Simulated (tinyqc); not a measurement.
Worked calculation: harmonic frequencies on the RHF/sto-3g surface (energies and gradients from PySCF), for H2O, spin multiplicity 1. One step of it, computed by the program tinyqc.

Question. Normal modes. Diagonalise H_ij / sqrt(m_i m_j); the 6 smallest eigenvalues belong to translations and rotations; wavenumber = sqrt(eigenvalue / 1822.888) x 219474.63; each mode has its largest component positive (the first on a tie); zero-point energy = sum of wavenumbers / 2, with 349.755 1/cm per kcal/mol.

Hessian (symmetrised) (hartree/bohr^2):
```
             1Ox          1Oy          1Oz          2Hx          2Hy          2Hz          3Hx          3Hy
1Ox   0.00405222  -0.04746480   0.02764470  -0.00058514   0.01410674   0.00597052  -0.00346534   0.03335805
1Oy  -0.04746480   0.80112898   0.00288986   0.00881744  -0.39792847  -0.33766966   0.03864739  -0.40320156
1Oz   0.02764470   0.00288986   0.63365494  -0.00118770  -0.21717426  -0.32090563  -0.02645733   0.21428438
2Hx  -0.00058514   0.00881744  -0.00118770   0.00067893  -0.01363321  -0.00317227  -0.00009466   0.00481576
2Hy   0.01410674  -0.39792847  -0.21717426  -0.01363321   0.43473676   0.27777617  -0.00047364  -0.03680775
2Hz   0.00597052  -0.33766966  -0.32090563  -0.00317227   0.27777617   0.30359855  -0.00279810   0.05989341
3Hx  -0.00346534   0.03864739  -0.02645733  -0.00009466  -0.00047364  -0.00279810   0.00355913  -0.03817374
3Hy   0.03335805  -0.40320156   0.21428438   0.00481576  -0.03680775   0.05989341  -0.03817374   0.44000983
3Hz  -0.03361524   0.33477982  -0.31275380   0.00436000  -0.06060237   0.01730934   0.02925542  -0.27417735

             3Hz
1Ox  -0.03361524
1Oy   0.33477982
1Oz  -0.31275380
2Hx   0.00436000
2Hy  -0.06060237
2Hz   0.01730934
3Hx   0.02925542
3Hy  -0.27417735
3Hz   0.29544671
```

masses (u): 1O 15.994915, 2H 1.007825, 3H 1.007825

Give: eigenvalues of the mass-weighted Hessian; harmonic wavenumbers of the vibrations; mass-weighted modes; zero-point energy.

Answer.

eigenvalues of the mass-weighted Hessian (hartree/(bohr^2 u)): 0.0000  0.0000  0.0000  0.0000  0.0000  0.0000  0.1782  0.6486  0.7297

harmonic wavenumbers of the vibrations (1/cm): 2169.9  4140.1  4391.1

mass-weighted modes:
```
      mode 1   mode 2   mode 3
1Ox  -0.0117   0.0090   0.0155
1Oy   0.0013  -0.0010  -0.2620
1Oz  -0.2642   0.2047  -0.0019
2Hx   0.0488   0.0150  -0.0115
2Hy  -0.4348  -0.5560   0.5198
2Hz   0.5230  -0.4119   0.4419
3Hx  -0.0023  -0.0510  -0.0502
3Hy   0.4298   0.5599   0.5240
3Hz   0.5294  -0.4036  -0.4342
```

zero-point energy = 15.2979 kcal/mol
